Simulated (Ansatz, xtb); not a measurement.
# Ligand exchange: Cl2 + BH(CH3)(SiH3) → SiH3Cl + BH(CH3)Cl

Species: Cl2, singlet; BH(CH3)(SiH3), singlet; SiH3Cl (chlorosilane) `[SiH3]Cl`, singlet; BH(CH3)Cl, singlet. The partners trade Cl for SiH3: Cl–Cl and B–SiH3 bonds give way to Cl–SiH3 and B–Cl.

Shapes, held fixed at every level: PBE0-D4/def2-TZVP. Programs: Ansatz 0.2.0, xtb 6.7.1. The zero-point and thermal change to 298 K, harmonic and unscaled (PBE0-D4/def2-TZVP), is +4.4 kJ/mol.

| level | kind | ΔH(298 K) (kJ/mol) | less CCSD(T)/CBS estimate | CPU time (sum over the molecules) |
| --- | --- | --- | --- | --- |
| GFN1-xTB | semi-empirical | -419.6 | -35.8 | 0.13 s |
| SPW92/def2-TZVPP | LDA | -366.2 | +17.6 | 7.5 s |
| B3LYP-D4/def2-TZVPP | global hybrid | -373.0 | +10.8 | 19 s |
| PBE0-D4/def2-TZVPP | global hybrid | -375.1 | +8.7 | 14 s |
| B2PLYP/def2-TZVPP | double hybrid | -387.8 | -4.0 | 23 s |
| CCSD(T)/def2-SVP | coupled cluster or CI | -403.0 | -19.2 | 9.5 s |
| CCSD(T)/def2-TZVPP | coupled cluster or CI | -387.4 | -3.6 | 2.3 min |
| CCSD/def2-TZVPP | coupled cluster or CI | -389.5 | -5.7 | – |
| CCSD(T)/CBS estimate | coupled cluster or CI | -383.8 | 0.0 | 4.3 min |

The highest level, CCSD(T)/CBS estimate, gives ΔH(298 K) = -383.8 kJ/mol; the levels span -419.6 to -366.2. The column of differences is taken from that level and isn't an error. No measured value is set beside it here. The CBS estimate extrapolates MP2 from def2-TZVPP and def2-QZVPP and adds CCSD(T) − MP2 in the triple-zeta set, cores frozen. Times are processor times on shared x86 and Arm servers, and rough.
